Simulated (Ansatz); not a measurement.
## Ansatz (development build ahead of 0.2.0) run

```yaml
crystal:
  periodic: [false, false, false]
  atoms:
    - { symbol: "N", position_ang: [0.0, 0.0, -1.23197] }
    - { symbol: "N", position_ang: [0.0, 0.0, 0.52471] }
    - { symbol: O, position_ang: [0.0, 0.0, 1.71678] }
basis:
  gaussian: { orbitals: pcseg-2 }
magnetization:
  spin_polarized: true
hamiltonian:
  xc: r2scan
```

The input is written out in the form of the current development build from the run's settings.

Output:

```yaml
Converged: yes
Total_energy: -184.43717 hartree
Spin_squared_of_the_determinant: 0.732
Stability_test: minimum
```

Caution: the unrestricted determinant is spin contaminated.
